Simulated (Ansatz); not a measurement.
A made-up structure of AlNH₃S (charge -1), closed shell:

| atom | x (Å) | y (Å) | z (Å) |
| --- | --- | --- | --- |
| N1 | -0.6536 | 0.2774 | -0.6914 |
| Al2 | 0.5381 | -0.1918 | 0.5868 |
| S3 | 1.4273 | -2.0697 | 0.8043 |
| H4 | -1.0722 | 1.1897 | -0.7803 |
| H5 | 1.9940 | -3.1758 | 1.3565 |
| H6 | 0.7483 | 1.1372 | 1.4925 |

It is relaxed with PBE-D4/def2-SVPD and then PBE0-D4/def2-TZVPD (Ansatz 0.2.0). Atoms count as bonded within 1.22 times the sum of their covalent radii (H–H: 0.88 Å). The end point is not checked to be a true minimum.

Task: Does its bonding change? (A judgement: the text doesn't fix the answer.)

Result: The calculation gives: No: no bond forms or breaks.

Where it ends: The first stage lowers the energy by 1.76 eV in 11 steps. It ends as AlNH₃S ([NH][AlH][SH]), total charge -1:
```xyz
6
angstrom
N -0.6378 0.2392 -0.7824
Al 0.4118 -0.2290 0.4896
S 1.2794 -2.3294 0.4435
H -1.0471 1.1682 -0.8007
H 1.9633 -2.1476 1.5847
H 1.0122 0.4656 1.8338
```

Labels in which every atom is bracketed show which atoms are joined, not bond orders.

For scale, one of the runs: PBE0-D4/def2-TZVPD relaxation, 153 basis functions, launched by `ansatz run in.yaml --threads 2 --pin off --events-out ev --progress --plain --max-ram 4352MiB`. Hardware: 2 CPU threads of an Arm Neoverse V2, shared host. Wall time about 20 s.
